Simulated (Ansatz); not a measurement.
# CH5NSi (SMILES C=N[SiH3]): single points off equilibrium

The atoms stand at a structure displaced at random from a GFN2-xTB minimum. How far do the functionals agree with CCSD(T) there?

The runs use Ansatz 0.2.0, Gaussian basis; single points in def2-TZVPP.

Cores are frozen in the correlated methods.

## Step 1: The system as given

8 atoms, charge 0, spin multiplicity 1.

Atoms are counted from 1 here; the program's logs count them from 0.

Bond lengths: C1–N2 1.239 Å, C1–H4 0.988 Å, C1–H5 1.054 Å, N2–Si3 1.849 Å, Si3–H6 1.466 Å, Si3–H7 1.457 Å, Si3–H8 1.263 Å. Angles: N2–C1–H4 124.1°, N2–C1–H5 131.5°, H4–C1–H5 103.9°, C1–N2–Si3 133.2°, N2–Si3–H6 105.8°, N2–Si3–H7 103.7°, N2–Si3–H8 102.1°, H6–Si3–H7 112.1°, H6–Si3–H8 118.2°, H7–Si3–H8 113.0°.

Geometry (Å):

```
atom     x (Å)     y (Å)     z (Å)
  C1  -0.95770   0.57930  -1.03210
  N2  -0.47490  -0.39400  -0.43710
 Si3   0.76550  -0.55680   0.92480
  H4  -1.63580   0.51010  -1.74740
  H5  -0.69730   1.60020  -1.02730
  H6   0.33560   0.37890   1.96890
  H7   2.01750  -0.14710   0.30320
  H8   0.72100  -1.79410   1.17590
```

## Step 2: CCSD(T)/def2-TZVPP

The input, run/in.yaml:

```yaml
crystal:
  periodic: [false, false, false]
  atoms:
    - {symbol: C, position_ang: [-0.957700, 0.579300, -1.032100]}
    - {symbol: N, position_ang: [-0.474900, -0.394000, -0.437100]}
    - {symbol: Si, position_ang: [0.765500, -0.556800, 0.924800]}
    - {symbol: H, position_ang: [-1.635800, 0.510100, -1.747400]}
    - {symbol: H, position_ang: [-0.697300, 1.600200, -1.027300]}
    - {symbol: H, position_ang: [0.335600, 0.378900, 1.968900]}
    - {symbol: H, position_ang: [2.017500, -0.147100, 0.303200]}
    - {symbol: H, position_ang: [0.721000, -1.794100, 1.175900]}
basis:
  gaussian: {orbitals: def2-TZVPP}
correlation: {method: ccsd_t}
output: {forces: true}
```

No record of the launch command was kept for these runs.

## Step 3: PBE0-D4/def2-TZVPP

Changes to run/in.yaml since step 2:

```diff
@@ -13,3 +13,3 @@
   gaussian: {orbitals: def2-TZVPP}
-correlation: {method: ccsd_t}
-output: {forces: true}
+hamiltonian: {xc: pbe0, dispersion: d4}
+output: {forces: true, orbitals: {seedname: orbitals}}
```

## Step 4: wB97M-V/def2-TZVPP

Changes to run/in.yaml since step 3:

```diff
@@ -13,3 +13,3 @@
   gaussian: {orbitals: def2-TZVPP}
-hamiltonian: {xc: pbe0, dispersion: d4}
-output: {forces: true, orbitals: {seedname: orbitals}}
+hamiltonian: {xc: {name: wB97M-V}}
+output: {forces: true}
```

## Step 5: r2SCAN-D4/def2-TZVPP

Changes to run/in.yaml since step 4:

```diff
@@ -13,3 +13,3 @@
   gaussian: {orbitals: def2-TZVPP}
-hamiltonian: {xc: {name: wB97M-V}}
+hamiltonian: {xc: r2scan, dispersion: d4}
 output: {forces: true}
```

## Step 6: PBE-D4/def2-TZVPP

Changes to run/in.yaml since step 5:

```diff
@@ -13,3 +13,3 @@
   gaussian: {orbitals: def2-TZVPP}
-hamiltonian: {xc: r2scan, dispersion: d4}
+hamiltonian: {xc: pbe, dispersion: d4}
 output: {forces: true}
```

## Step 7: CAM-B3LYP-D4/def2-TZVPP

Changes to run/in.yaml since step 6:

```diff
@@ -13,3 +13,3 @@
   gaussian: {orbitals: def2-TZVPP}
-hamiltonian: {xc: pbe, dispersion: d4}
+hamiltonian: {xc: {name: CAM-B3LYP}, dispersion: d4}
 output: {forces: true}
```

## Step 8: B97M-V/def2-TZVPP

Changes to run/in.yaml since step 7:

```diff
@@ -13,3 +13,3 @@
   gaussian: {orbitals: def2-TZVPP}
-hamiltonian: {xc: {name: CAM-B3LYP}, dispersion: d4}
+hamiltonian: {xc: {name: B97M-V}}
 output: {forces: true}
```

(Steps that only read results are left out.)

Before running it: what results should come out? Wanted: energy less free atoms, CCSD(T)/def2-TZVPP; RMS force component; RMS force error; HOMO and LUMO, PBE0-D4; T1 diagnostic.

The runs gave:

| quantity | value |
| --- | --- |
| energy less free atoms, CCSD(T)/def2-TZVPP | -608.2 kcal/mol |
| RMS force component | 2.412 to 2.530 eV/Å over the methods |
| RMS force error | PBE0-D4 0.307, wB97M-V 0.266, r2SCAN-D4 0.236, PBE-D4 0.204, CAM-B3LYP-D4 0.338, B97M-V 0.317 eV/Å |
| HOMO and LUMO, PBE0-D4 | -6.45 and -0.65 eV |
| T1 diagnostic | 0.013 |

In words: Against CCSD(T) the functionals' energies less atoms differ by -25.2 to -14.3 kcal/mol, PBE-D4 by -25.2 kcal/mol. The reference is not at the basis limit: in triple zeta CCSD(T) underbinds, which counts against methods that bind more; the gaps are no ranking. The forces of PBE-D4 come nearest to CCSD(T), those of CAM-B3LYP-D4 are farthest. Frozen-core CCSD(T) forces in triple zeta carry basis errors of their own, and this is one geometry, so small gaps rank nothing.
